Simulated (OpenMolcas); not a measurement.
**AlH (SMILES [AlH]) at SVWN/ANO-RCC-VDZP (DKH2, Cholesky decomposition)**

What is the vertical ionisation energy of AlH at SVWN/ANO-RCC-VDZP (DKH2, Cholesky decomposition)? 

The calculation is run with OpenMolcas 26.06.

**1. The molecule**

The species is AlH (2 atoms), meant as a singlet with charge 0. As SMILES, `[AlH]`. The shape comes from GFN2-xTB, which is rough for such elements, and wasn't checked as a minimum.

Bond lengths: Al1–H2 1.613 Å.

**2. A single-point energy at SVWN/ANO-RCC-VDZP (DKH2, Cholesky decomposition)**

Contents of struct.xyz:

```xyz
2

Al     0.000000     0.000000     0.000000
H      0.000000     0.000000     1.613470
```

Contents of job.inp:

```
&GATEWAY
 COORD=struct.xyz
 BASIS=ANO-RCC-VDZP
 GROUP=NoSym

&SEWARD
 MEDIUM

&SCF
 KSDFT=SVWN
 PRORBITALS=1 1
```

Started as:

```
$ export MOLCAS_MEM=1860
$ pymolcas job.inp > job.log
```

Output, cut to the lines that bear on the results:

```text
--- Start Module: gateway ---
[...]
--- Stop Module: gateway /rc=_RC_ALL_IS_WELL_ ---
--- Start Module: seward ---
[...]
      Basis functions           23
--- Stop Module: seward /rc=_RC_ALL_IS_WELL_ ---
--- Start Module: scf ---
[...]
       Convergence after   9 Iterations
[...]
::    Total KS-DFT energy                            -242.6190212558
[...]
      Total spin, S                                     0.0000000000
[...]
      Total electronic charge=   14.000000
      Total            charge=   -0.000000
[...]
      Dipole Moment (debye):
      Origin of the operator (angstrom)=    0.0000    0.0000    0.0581
                   X=  9.7167E-13               Y=  1.2935E-13               Z=  6.3708E-02           Total=  6.3708E-02
      Quadrupole Moment (debye*angstrom):
[...]
--- Stop Module: scf /rc=_RC_ALL_IS_WELL_ ---
[...]
```

Run time: 2.4 s. Hardware: 1 thread of Arm Neoverse V1, shared host; peak memory 0.082 GiB.

**3. The doublet cation at the same level**

struct.xyz is that of step 2.

Contents of job.inp:

```
* AlH Kohn-Sham DFT
&GATEWAY
Coord = struct.xyz
Basis = ANO-RCC-VDZP
Group = NoSym
&SEWARD
Medium
&SCF
UHF
Charge = 1
Spin = 2
KSDFT = SVWN
PrOrbitals = 1 1
```

Started as:

```
$ export MOLCAS_MEM=1860
$ pymolcas job.inp > job.log
```

Output, cut to the lines that bear on the results:

```text
--- Start Module: gateway ---
[...]
--- Stop Module: gateway /rc=_RC_ALL_IS_WELL_ ---
--- Start Module: seward ---
[...]
      Basis functions           23
--- Stop Module: seward /rc=_RC_ALL_IS_WELL_ ---
--- Start Module: scf ---
[...]
       Convergence after  14 Iterations
[...]
::    Total KS-DFT energy                            -242.2984328358
[...]
      Total spin, S                                     0.5012348175
[...]
      Total electronic charge=   13.000000
      Total            charge=    1.000000
[...]
      Dipole Moment (debye):
      Origin of the operator (angstrom)=    0.0000    0.0000    0.0581
                   X=  7.1805E-13               Y=  7.6023E-14               Z= -1.7166E-01           Total=  1.7166E-01
      Center of Charge (angstrom)
[...]
--- Stop Module: scf /rc=_RC_ALL_IS_WELL_ ---
[...]
```

Wall time 3.3 s (1 thread of Arm Neoverse V1, shared host); peak memory 0.082 GiB.

**4. What came out**

At SVWN/ANO-RCC-VDZP (DKH2, Cholesky decomposition):

| quantity | value |
| --- | --- |
| singlet AlH: total energy | -242.61902 Eh |
| singlet AlH: dipole moment | 0.06 D |
| singlet AlH: HOMO energy | -5.27 eV |
| singlet AlH: LUMO energy | -2.99 eV |
| singlet AlH: HOMO–LUMO gap | 2.28 eV |
| doublet cation: total energy | -242.29843 Eh |
| doublet cation: HOMO energy (highest over α and β) | -13.44 eV |
| doublet cation: LUMO energy (lowest over α and β) | -12.11 eV |
| doublet cation: ⟨S²⟩ | 0.752 |
| vertical ionisation energy (to the doublet cation) | 8.724 eV |

**Reading.** Removing an electron at fixed nuclei costs 8.72 eV (842 kJ/mol). −ε(HOMO) before ionisation, 5.27 eV, is 3.45 eV below this ionisation energy.
